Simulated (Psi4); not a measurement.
**CCSD/6-311+G(d,p) run of C2H5N (ethanimine)**

What is the vertical electron affinity of C2H5N (ethanimine) at CCSD/6-311+G**? 

The results are computed with Psi4 1.11.

3 further runs of the same task are left out: 3 set aside as unsound or not needed.

### Step 1. The structure to begin with

The species is C2H5N (8 atoms), meant as a singlet with charge 0. As SMILES, `[H]/N=C\C`. Geometry: relaxed at PBE0-D4/def2-TZVP.

Bond lengths: C1–C2 1.493 Å, C2–N3 1.263 Å, C1–H4 1.094 Å, C1–H5 1.092 Å, C1–H6 1.094 Å, C2–H7 1.095 Å, N3–H8 1.023 Å. Angles: C1–C2–N3 127.9°, C1–C2–H7 115.5°, N3–C2–H7 116.6°, C2–C1–H4 110.3°, C2–C1–H5 111.6°, C2–C1–H6 110.3°, C2–N3–H8 110.6°, H4–C1–H5 109.0°, H4–C1–H6 106.6°, H5–C1–H6 108.9°.

### Step 2. The energy at CCSD/6-311+G(d,p)

File c2h5n.json:

```json
{
  "schema_name": "qcschema_input",
  "schema_version": 1,
  "molecule": {
    "schema_name": "qcschema_molecule",
    "schema_version": 2,
    "symbols": ["C", "C", "N", "H", "H", "H", "H", "H"],
    "geometry": [-0.89043895, 1.11852889, -0.59715346, 1.25307739, -0.32314317, 0.53724914, 1.31865089, -2.63616794, 1.12174143, -0.31822988, 1.95170914, -2.40127499, -2.53657938, -0.08579357, -0.90744649, -1.42995576, 2.68870233, 0.63570387, 2.9704605, 0.77422079, 0.9004545, -0.36698481, -3.48786751, 0.710726],
    "molecular_charge": 0,
    "molecular_multiplicity": 1,
    "fix_symmetry": "c1",
    "fix_com": true,
    "fix_orientation": true
  },
  "driver": "energy",
  "model": {
    "method": "ccsd",
    "basis": "6-311+G**"
  },
  "keywords": {
    "reference": "rhf",
    "puream": true,
    "e_convergence": 1e-09,
    "d_convergence": 1e-08,
    "scf_type": "pk",
    "num_frozen_docc": 3
  }
}
```

Command:

```
psi4 --qcschema c2h5n.json -n 1 --memory 1600MB
```

stdout:

```text
[...]
  Running in c1 symmetry.
[...]
  Nuclear repulsion =   71.159684048184786
[...]
  Multiplicity = 1
[...]
  Nalpha       = 12
  Nbeta        = 12
[...]
    Number of basis functions: 96
[...]
   @RHF iter   1:  -132.98333965086459   -6.38763e-01   4.95587e-03 ADIIS/DIIS
[...]
   @RHF iter  12:  -133.11238960380587   -7.10543e-12   3.97119e-09 DIIS
[...]
    Orbital Energies [Eh]
    ---------------------
    Doubly Occupied:
       1A    -15.550670     2A    -11.284953     3A    -11.240952
       4A     -1.215795     5A     -1.000023     6A     -0.803550
       7A     -0.639981     8A     -0.627075     9A     -0.591781
      10A     -0.541857    11A     -0.430980    12A     -0.420169
[...]
  @RHF Final Energy:  -133.11238960380587
   => Energetics <=
    Nuclear Repulsion Energy =             71.1596840481847863
    One-Electron Energy =                -319.8485776441009989
    Two-Electron Energy =                 115.5765039921103607
    Total Energy =                       -133.1123896038058660
[...]
 Multipole Moments:
 ------------------------------------------------------------------------------------
     Multipole            Electronic (a.u.)      Nuclear  (a.u.)        Total (a.u.)
 ------------------------------------------------------------------------------------
 L = 1.  Multiply by 2.5417464519 to convert [e a0] to [Debye]
 Dipole X            :        -10.4085404            9.7250975           -0.6834429
 Dipole Y            :         12.6262983          -11.8398901            0.7864082
 Dipole Z            :         -6.8718074            6.4309270           -0.4408804
 Magnitude           :                                                    1.1313300
[...]
      * MP2 total energy                      = -133.583915715564530
[...]
      * CCSD total energy                     = -133.615436142548333
[...]
```

The result, in JSON:

```text
{
 "driver": "energy",
 "model": {
  "method": "ccsd",
  "basis": "6-311+G**"
 },
 "success": true,
 "return_result": -133.61543614254833,
 "properties": {
  "calcinfo_nbasis": 96,
  "calcinfo_nmo": 96,
  "calcinfo_nalpha": 12,
  "calcinfo_nbeta": 12,
  "calcinfo_natom": 8,
  "nuclear_repulsion_energy": 71.15968404818479,
  "return_energy": -133.61543614254833,
  "scf_one_electron_energy": -319.848577644101,
  "scf_two_electron_energy": 115.57650399211036,
  "scf_dipole_moment": [-0.6834428661314522, 0.7864082153222434, -0.440880415039441],
  "scf_total_energy": -133.11238960380587,
  "scf_iterations": 12,
  "mp2_same_spin_correlation_energy": -0.11171360669116792,
  "mp2_opposite_spin_correlation_energy": -0.35981250506743806,
  "mp2_singles_energy": -2.7528470958038457e-26,
  "mp2_doubles_energy": -0.471526111758606,
  "mp2_correlation_energy": -0.471526111758606,
  "mp2_total_energy": -133.58391571556453,
  "ccsd_same_spin_correlation_energy": -0.10050357373828778,
  "ccsd_opposite_spin_correlation_energy": -0.4025429650041339,
  "ccsd_singles_energy": 0.0,
  "ccsd_doubles_energy": -0.5030465387424217,
  "ccsd_correlation_energy": -0.5030465387424218,
  "ccsd_total_energy": -133.61543614254833,
  "ccsd_iterations": 16
 }
}
```

Wall time 36 s (1 thread of AMD EPYC 7R43 (Zen 3), shared host); peak memory 0.94 GiB.

### Step 3. The doublet anion, same level

File c2h5n.json:

```json
{
 "schema_name": "qcschema_input",
 "schema_version": 1,
 "molecule": {
  "schema_name": "qcschema_molecule",
  "schema_version": 2,
  "symbols": ["C", "C", "N", "H", "H", "H", "H", "H"],
  "geometry": [-0.89043895, 1.11852889, -0.59715346, 1.25307739, -0.32314317, 0.53724914, 1.31865089, -2.63616794, 1.12174143, -0.31822988, 1.95170914, -2.40127499, -2.53657938, -0.08579357, -0.90744649, -1.42995576, 2.68870233, 0.63570387, 2.9704605, 0.77422079, 0.9004545, -0.36698481, -3.48786751, 0.710726],
  "molecular_charge": -1,
  "molecular_multiplicity": 2,
  "fix_symmetry": "c1",
  "fix_com": true,
  "fix_orientation": true
 },
 "driver": "energy",
 "model": {
  "method": "ccsd",
  "basis": "6-311+G**"
 },
 "keywords": {
  "reference": "uhf",
  "puream": true,
  "e_convergence": 1e-09,
  "d_convergence": 1e-08,
  "scf_type": "pk",
  "num_frozen_docc": 3,
  "maxiter": 100
 }
}
```

Command:

```
psi4 --qcschema c2h5n.json -n 1 --memory 1600MB
```

stdout:

```text
[...]
  Running in c1 symmetry.
[...]
  Nuclear repulsion =   71.159684048184786
[...]
  Multiplicity = 2
[...]
  Nalpha       = 13
  Nbeta        = 12
[...]
    Number of basis functions: 96
[...]
   @UHF iter   1:  -132.73422093788815   -3.89644e-01   7.16461e-03 ADIIS/DIIS
[...]
   @UHF iter  24:  -133.04666509024818   -2.31637e-11   8.58903e-09 DIIS
[...]
   @S^2 Observed:                7.509877446E-01
[...]
    Orbital Energies [Eh]
    ---------------------
    Alpha Occupied:
       1A    -15.405923     2A    -11.139484     3A    -11.067345
       4A     -1.070965     5A     -0.838204     6A     -0.656835
       7A     -0.488883     8A     -0.472101     9A     -0.422775
      10A     -0.379412    11A     -0.284003    12A     -0.276086
      13A      0.063084
    Alpha Virtual:
      14A      0.187122    15A      0.201281    16A      0.217597
      17A      0.244058    18A      0.248856    19A      0.271697
      20A      0.298871    21A      0.311764    22A      0.320027
      23A      0.376677    24A      0.376803    25A      0.428171
[...]
  @UHF Final Energy:  -133.04666509024818
   => Energetics <=
    Nuclear Repulsion Energy =             71.1596840481847863
    One-Electron Energy =                -323.4894420065411396
    Two-Electron Energy =                 119.2830928681081843
    Total Energy =                       -133.0466650902481831
  UHF NO Occupations:
  HONO-2 :   11  A 1.9999018
  HONO-1 :   12  A 1.9997865
[...]
 Multipole Moments:
 ------------------------------------------------------------------------------------
     Multipole            Electronic (a.u.)      Nuclear  (a.u.)        Total (a.u.)
 ------------------------------------------------------------------------------------
 L = 1.  Multiply by 2.5417464519 to convert [e a0] to [Debye]
 Dipole X            :         -8.9210010            9.7250975            0.8040965
 Dipole Y            :         10.5719371          -11.8398901           -1.2679530
 Dipole Z            :         -5.8290528            6.4309270            0.6018742
 Magnitude           :                                                    1.6175687
[...]
      * MP2 total energy                      = -133.527013179093444
[...]
      * CCSD total energy                     = -133.559213882338867
[...]
```

The result, in JSON:

```text
{
 "driver": "energy",
 "model": {
  "method": "ccsd",
  "basis": "6-311+G**"
 },
 "success": true,
 "return_result": -133.55921388233887,
 "properties": {
  "calcinfo_nbasis": 96,
  "calcinfo_nmo": 96,
  "calcinfo_nalpha": 13,
  "calcinfo_nbeta": 12,
  "calcinfo_natom": 8,
  "nuclear_repulsion_energy": 71.15968404818479,
  "return_energy": -133.55921388233887,
  "scf_one_electron_energy": -323.48944200654114,
  "scf_two_electron_energy": 119.28309286810818,
  "scf_dipole_moment": [0.8040965100002779, -1.2679529936033536, 0.6018741773148255],
  "scf_total_energy": -133.04666509024818,
  "scf_iterations": 24,
  "mp2_same_spin_correlation_energy": -0.11642026950034529,
  "mp2_opposite_spin_correlation_energy": -0.3639278193381806,
  "mp2_singles_energy": -2.461492481358461e-25,
  "mp2_doubles_energy": -0.48034808883852587,
  "mp2_correlation_energy": -0.48034808883852587,
  "mp2_total_energy": -133.52701317909344,
  "ccsd_same_spin_correlation_energy": -0.1060471203742927,
  "ccsd_opposite_spin_correlation_energy": -0.40650167170967366,
  "ccsd_singles_energy": 1.700710529417509e-14,
  "ccsd_doubles_energy": -0.5125487920839664,
  "ccsd_correlation_energy": -0.5125487920839493,
  "ccsd_total_energy": -133.55921388233887,
  "ccsd_iterations": 22
 }
}
```

Wall time 1.9 min (1 thread of AMD EPYC 7R43 (Zen 3), shared host); peak memory 0.98 GiB.

### Step 4. Outcome

At CCSD/6-311+G**, 3 core orbitals frozen:

| quantity | value |
| --- | --- |
| singlet C2H5N: total energy | -133.61544 Eh |
| singlet C2H5N: HOMO energy (Hartree–Fock orbitals) | -11.43 eV |
| singlet C2H5N: LUMO energy (Hartree–Fock orbitals) | 1.85 eV |
| singlet C2H5N: HOMO–LUMO gap (Hartree–Fock orbitals) | 13.28 eV |
| singlet C2H5N: correlation energy (3 core orbitals frozen) | -503.0 mEh |
| singlet C2H5N: T1 diagnostic | 0.012 |
| doublet anion: total energy | -133.55921 Eh |
| doublet anion: HOMO energy (Hartree–Fock orbitals) (highest over α and β) | 1.72 eV |
| doublet anion: LUMO energy (Hartree–Fock orbitals) (lowest over α and β) | 5.09 eV |
| doublet anion: correlation energy (3 core orbitals frozen) | -512.5 mEh |
| doublet anion: ⟨S²⟩ of the reference determinant | 0.751 |
| doublet anion: T1 diagnostic | 0.044 |
| vertical electron affinity (to the doublet anion) | -1.530 eV |

**Reading.** The anion lies 1.53 eV (148 kJ/mol) above the neutral: the electron isn't bound at this level, and such a value depends on the basis. The HOMO (doublet anion) lies at positive energy, 1.72 eV: the electron is unbound at this level or held by a compact basis; values depend on the basis.
